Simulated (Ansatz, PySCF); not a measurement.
Species: C$_{3}$H$_{4}$, charge 0, singlet. C3H4 (SMILES C1=CC1).
B3LYP-D3(BJ)/def2-TZVP minimum from Ansatz (a quantum-chemistry and plane-wave program):
```
C
H 1 1.0889
H 1 1.0889 2 113.66
C 1 1.5050 2 119.64 3 -150.54
C 4 1.2868 1 64.69 2 -105.61
H 4 1.0750 5 149.73 1 180.00
H 5 1.0750 4 149.73 6 0.00
```
Charge 0, spin multiplicity 1.

Property: enthalpy of formation at 298 K (by atomisation, with ideal-gas terms from PySCF's Hessian at B3LYP-D3(BJ)/def2-TZVP and the atoms' measured values of the G2/97 table; no spin-orbit terms), in kcal/mol. Radicals and triplets start from unrestricted determinants; spin-orbit coupling is neglected. CBS(X,Y): correlation extrapolated as X^-3, Hartree-Fock from the larger set (Q,5: extrapolated as (X+1)exp(-9√X)). A bracket is a step between two methods taken in the basis named. Functionals run without relativity, which enters their misses. Double hybrids freeze cores in their MP2 part. '+ core + X2C': CCSD(T) terms for core correlation (cc-pwCVTZ) and scalar relativity (cc-pVTZ-DK). For partners of very few electrons the exact lower level stands in for a higher one.

Measured: 67.9 kcal/mol, 283.9 kJ/mol (Active Thermochemical Tables 1.112 (ions: stationary electron), as tabulated in the package chemicals); atomic spin-orbit terms, which the calculations lack, would raise the computed values.

**Question.** How far off this value is PBE/def2-TZVPD (Ansatz), in which direction, and which of these levels come nearer: r2SCAN/def2-TZVPD, PBE0/def2-TZVPD, wB97M-V/def2-TZVPD, B2PLYP/def2-TZVPD, CCSD(T)/CBS(cc-pVQZ,cc-pV5Z) + core + X2C?

**Answer.** PBE gives 48.4 kcal/mol, 19.5 kcal/mol below it. Errors of the others: r2SCAN/def2-TZVPD (Ansatz) -1.3; PBE0/def2-TZVPD (Ansatz) -6.6; wB97M-V/def2-TZVPD (Ansatz) -1.3; B2PLYP/def2-TZVPD (Ansatz) 7.7; CCSD(T)/CBS(cc-pVQZ,cc-pV5Z) + core + X2C (Ansatz) 0.1; CCSD(T)/CBS(cc-pVQZ,cc-pV5Z) + [CCSDT(Q) - CCSD(T)]/cc-pVDZ + core + X2C (Ansatz) -0.4 kcal/mol. Nearer than PBE: r2SCAN/def2-TZVPD, PBE0/def2-TZVPD, wB97M-V/def2-TZVPD, B2PLYP/def2-TZVPD, CCSD(T)/CBS(cc-pVQZ,cc-pV5Z) + core + X2C, CCSD(T)/CBS(cc-pVQZ,cc-pV5Z) + [CCSDT(Q) - CCSD(T)]/cc-pVDZ + core + X2C.
